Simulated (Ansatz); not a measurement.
**MgH2O: one species, many methods**

An exercise on one series of results from a longer session: the logs are not shown, and one member is left open.

The runs use Ansatz 0.2.0, Gaussian basis; functionals in def2-TZVPP, the program's frozen cores in correlated methods.

The runs, in order: LDA (SPW92), PBE-D4, revPBE-D4, BLYP-D4, r2SCAN-D4, B97M-V, PBE0-D4, B3LYP-D4, r2SCANh-D4, r2SCAN0-D4, HSE06-D4, BHLYP-D4, CAM-B3LYP-D4, LC-ωPBE, ωB97X-V, ωB97M-V, B2PLYP, PBE-QIDH; CCSD(T)/def2-SVP; CCSD(T)/def2-TZVPP; CCSD(T)/def2-QZVPP; extrapolation to the limit; RPA on PBE.

## Structure used throughout

An earlier PBE0-D4 in a triple-zeta def2 set relaxation fixed the geometry.

SMILES `[OH][MgH]`, 4 atoms, charge 0, spin multiplicity 1.

Atoms are counted from 1 here; the program's logs count them from 0.

Bond lengths: O1–Mg2 1.760 Å, O1–H3 0.946 Å, Mg2–H4 1.691 Å. Angles: Mg2–O1–H3 179.9°, O1–Mg2–H4 180.0°.

Set-up of the first run:

Contents of in.yaml:

```yaml
crystal:
  periodic: [false, false, false]
  atoms:
    - {symbol: O, position_ang: [0.370342, -0.874855, 0.515010]}
    - {symbol: Mg, position_ang: [-0.217706, 0.544415, -0.343799]}
    - {symbol: H, position_ang: [0.685394, -1.638080, 0.977603]}
    - {symbol: H, position_ang: [-0.782530, 1.908120, -1.169114]}
basis:
  gaussian: {orbitals: def2-TZVPP}
hamiltonian: {xc: lda}
output: {orbitals: {seedname: orbitals}}
```

Launch:

```bash
$ ansatz run in.yaml --threads 4 --pin off --events-out ev --progress --plain --max-ram 10444MiB
```

Steps of the session up to this table: LDA; PBE-D4 (GGA); revPBE-D4 (GGA); BLYP-D4 (GGA); r2SCAN-D4 (meta-GGA); B97M-V (meta-GGA); PBE0-D4 (hybrid); B3LYP-D4 (hybrid); r2SCANh-D4 (hybrid); r2SCAN0-D4 (hybrid); HSE06-D4 (hybrid); BHLYP-D4 (hybrid); CAM-B3LYP-D4 (range-separated); LC-ωPBE (range-separated); ωB97X-V (range-separated); ωB97M-V (range-separated); B2PLYP (double hybrid); PBE-QIDH (double hybrid).

One table of the session follows, with a row left open; its other results are not shown here.

It belongs to the step «Frontier levels by functional». 

| functional | HOMO (eV) | gap (eV) |
| --- | --- | --- |
| LDA (SPW92) | -6.54 | 5.08 |
| PBE-D4 | -6.32 | 5.02 |
| revPBE-D4 | -6.24 | 5.03 |
| BLYP-D4 | ? | ? |
| r2SCAN-D4 | -6.65 | 5.89 |
| B97M-V | -6.70 | 5.42 |
| PBE0-D4 | -7.94 | 7.37 |
| B3LYP-D4 | -7.70 | 6.82 |
| r2SCANh-D4 | -7.27 | 6.72 |
| r2SCAN0-D4 | -8.07 | 7.83 |
| HSE06-D4 | -7.52 | 6.60 |
| BHLYP-D4 | -9.09 | 9.07 |
| CAM-B3LYP-D4 | -9.40 | 9.55 |
| LC-ωPBE | -10.73 | 11.97 |
| ωB97X-V | -10.39 | 11.49 |
| ωB97M-V | -10.18 | 10.89 |

**Question.** Estimate the row for BLYP-D4.

Worked estimate for «HOMO (eV)». Against the share of exact exchange, B3LYP-D4 (0.2, -7.70), BHLYP-D4 (0.5, -9.09) give a slope of -4.63 per unit share; at 0 the line stands at -6.77.

The run gave: HOMO (eV): -6.25; gap (eV): 4.93. In «HOMO (eV)» the line misses by -0.52.
